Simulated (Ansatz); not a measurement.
# CH2 (singlet): wave-function methods side by side, 6-31G*

An exercise on one series of results from a longer session: the logs are not shown, and one member is left open.

The runs use Ansatz 0.2.0, Gaussian basis; 6-31G*, core rule «outside noble gas», up to 1 orbitals frozen.

Plan: UHF; CCSD(T) on RHF; CCSD(T) on UHF; BCCD(T) on RHF; CISD; CCSDT(Q) on RHF; CCSDT(Q) on UHF; CISDTQ; CCSDTQ on RHF; CASSCF and MRCISD+Q, 6 electrons in 6 orbitals; CASSCF and NEVPT2, 6 electrons in 6 orbitals; Full CI.

11 further runs of the same task are left out: 1 that didn't finish, 10 set aside as unsound or not needed.

## What is computed

The geometry is an MP2(full)/6-31G* stationary point (not a proven minimum).

3 atoms, charge 0, spin multiplicity 1.

Atoms are counted from 1 here; the program's logs count them from 0.

Bond lengths: C1–H2 1.109 Å, C1–H3 1.109 Å. Angles: H2–C1–H3 102.1°.

The first run:

in.yaml reads:

```yaml
crystal:
  periodic: [false, false, false]
  atoms:
    - {symbol: C, position_ang: [0.000000, 0.000000, 0.100225]}
    - {symbol: H, position_ang: [0.000000, 0.862232, -0.597147]}
    - {symbol: H, position_ang: [0.000000, -0.862232, -0.597147]}
basis:
  gaussian: {orbitals: "6-31G*"}
magnetization: {spin_polarized: true, initial_magnetization: 0}
hamiltonian: {xc: hf}
output: {orbitals: {seedname: orbitals}}
```

Started as:

```console
> ansatz run in.yaml --threads 1 --pin off --events-out ev --progress --plain --max-ram 4160MiB --backend cpu
```

Among the steps run: UHF; CCSD(T) on RHF; CCSD(T) on UHF; BCCD(T) on RHF; CISD; CCSDT(Q) on RHF; CCSDT(Q) on UHF; CISDTQ; CCSDTQ on RHF; CASSCF and MRCISD+Q, 6 electrons in 6 orbitals; CASSCF and NEVPT2, 6 electrons in 6 orbitals; Full CI.

One table of the session follows, with a row left open; its other results are not shown here.

| method | from FCI (meV) |
| --- | --- |
| RHF | +3451.0 |
| RMP2 | +787.6 |
| CISD | +210.8 |
| RCCSD | +93.3 |
| RCCSD(T) | +22.0 |
| BCCD(T) | +22.0 |
| RCCSDT | +3.3 |
| CISDTQ | ? |
| RCCSDT(Q) | +0.6 |
| RCCSDTQ | +0.1 |
| CASSCF valence | +1809.3 |
| NEVPT2 valence | +415.3 |
| MRCISD valence | +53.6 |
| MRCISD+Q valence | +10.8 |
| FCI | 0 |

**Question.** Estimate the row for CISDTQ.

The run gave: from FCI (meV): +4.2. In the column «from FCI (meV)» it lies between RCCSDT (+3.3) and MRCISD+Q valence (+10.8).

Left out of the table: UHF, UMP2, UCCSD, UCCSD(T), UCCSDT, UCCSDT(Q) (another determinant or state than the rows shown).
